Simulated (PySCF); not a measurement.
PySCF input (M06-2X/def2-TZVPD):

```python
from pyscf import gto, scf, dft

mol = gto.M(
    atom='''
    Li   -0.00000000   -0.00000000   -0.39768250
    H     0.00000000    0.00000000    1.19304749
    ''',
    basis='def2-tzvpd',
    charge=0,
    spin=0,
    verbose=4,
)

mf = dft.RKS(mol, xc='m062x').density_fit(auxbasis='def2-universal-jkfit')
mf.grids.level = 4
mf.conv_tol = 1e-9
mf.max_cycle = 100
mf.max_memory = 1500
mf.kernel()
if not mf.converged:
    mf = mf.newton()
    mf.kernel(mf.make_rdm1())
mf.analyze()
```

End of the output:

```
Extra cycle  E= -8.07004236496646  delta_E= -7.71e-13  |g|= 2.36e-07  |ddm|= 2.49e-06
converged SCF energy = -8.07004236496646
**** SCF Summaries ****
Total Energy =                          -8.070042364966465
Nuclear Repulsion Energy =               0.997989377669305
One-electron Energy =                  -12.460027391020216
Two-electron Energy =                    3.391995648384444
Two-electron Coulomb Energy =            5.611885010389829
DFT Exchange-Correlation Energy =       -2.219889362005385
HOMO-LUMO gap [eV] =                     5.423074823905418
**** MO energy ****
MO #1   energy= -2.16540459223406  occ= 2
MO #2   energy= -0.239365469668083 occ= 2
MO #3   energy= -0.0400711441265789 occ= 0
MO #4   energy= 0.00512444952074385 occ= 0
MO #5   energy= 0.00512444952074629 occ= 0
MO #6   energy= 0.0401974447768985 occ= 0
MO #7   energy= 0.0788363657644854 occ= 0
MO #8   energy= 0.0788363657644894 occ= 0
MO #9   energy= 0.083600489243266  occ= 0
MO #10  energy= 0.15933703718221   occ= 0
MO #11  energy= 0.230917581961343  occ= 0
MO #12  energy= 0.230917581961344  occ= 0
MO #13  energy= 0.260816651180524  occ= 0
MO #14  energy= 0.573691267837527  occ= 0
MO #15  energy= 0.577719318230975  occ= 0
MO #16  energy= 0.577719318230983  occ= 0
MO #17  energy= 0.685504760224263  occ= 0
MO #18  energy= 1.38353865005797   occ= 0
MO #19  energy= 1.68265698882503   occ= 0
MO #20  energy= 1.68265698882503   occ= 0
MO #21  energy= 1.86299726852945   occ= 0
MO #22  energy= 2.52226461469897   occ= 0
MO #23  energy= 5.92092464769263   occ= 0
MO #24  energy= 5.92092464769264   occ= 0
MO #25  energy= 6.03746414465916   occ= 0
MO #26  energy= 13.9359231840004   occ= 0
 ** Mulliken pop on meta-lowdin orthogonal AOs  **
 ** Mulliken pop  **
pop of  0 Li 1s           1.99928
pop of  0 Li 2s           0.45692
pop of  0 Li 3s           0.00028
pop of  0 Li 4s           0.00025
pop of  0 Li 5s           0.00010
pop of  0 Li 2px          0.00000
pop of  0 Li 2py          0.00000
pop of  0 Li 2pz          0.03660
pop of  0 Li 3px          0.00000
pop of  0 Li 3py          0.00000
pop of  0 Li 3pz          0.00529
pop of  0 Li 4px          0.00000
pop of  0 Li 4py          0.00000
pop of  0 Li 4pz          0.00001
pop of  0 Li 5px          0.00000
pop of  0 Li 5py          0.00000
pop of  0 Li 5pz          0.00203
pop of  1 H 1s            1.46719
pop of  1 H 2s            0.02270
pop of  1 H 3s            0.00533
pop of  1 H 2px           0.00000
pop of  1 H 2py           0.00000
pop of  1 H 2pz           0.00398
pop of  1 H 3px           0.00000
pop of  1 H 3py           0.00000
pop of  1 H 3pz           0.00004
 ** Mulliken atomic charges  **
charge of    0Li =      0.49924
charge of    1H =     -0.49924
Dipole moment(X, Y, Z, Debye):  0.00000,  0.00000, -5.72179
```
